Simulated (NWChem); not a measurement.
System: Na, doublet

Program: NWChem. Pople sets run with spherical d functions. Spin-unrestricted. No stability test was run on the SCF state. Fermi-contact couplings, non-relativistic, static geometry.

For level UHF/def2-TZVP:

```yaml
A(iso) 23Na atom 1 (MHz): 692
```

Problem. How do the values read with level PBE0/6-31G* instead?

Solution. The A(iso) 23Na atom 1 (MHz) is 604.
